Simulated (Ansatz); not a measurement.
Crystal: Eu2O, antifluorite type, 3 atoms in the cell.

These are results of Ansatz, PBE, plane waves, PAW datasets (generated soft set 1), not measurements.

Cutoff 420 eV; k-mesh 32×32×32 Γ-centred; Fermi–Dirac smearing of 0.0612 eV; no spin polarisation; no spin–orbit coupling.

**Question.** What equilibrium volume, lattice constant and bulk modulus does this give?

**Answer.** V₀ = 16.650 Å³/atom (a₀ = 5.846 Å), B₀ = 83.4 GPa, B₀′ = 5.03. The points behind the fit:

```tsv
V (Å³/atom)	a (Å)	E − E(min) (meV/atom)	P (GPa)
16.333	5.8087	1.63	1.68
16.666	5.8480	0.00	-0.08
16.999	5.8867	1.83	-1.65
17.333	5.9249	6.72	-3.03
17.666	5.9626	14.33	-4.26
```

The published all-electron PBE values for this crystal (mean of FLEUR and WIEN2k, k-spacing 0.06 Å⁻¹; Bosoni et al., Nat. Rev. Phys. 6, 45 (2024)) are V₀ = 16.667 Å³/atom, B₀ = 83.3 GPa, B₀′ = 5.05.

The stress includes the program's correction for the finite plane-wave basis.

This cubic structure is a model: it isn't the usual form of the substance at ambient conditions, and such phases are metastable or hypothetical. The open f shell is treated without spin here, so this is a model state and not the ground state.
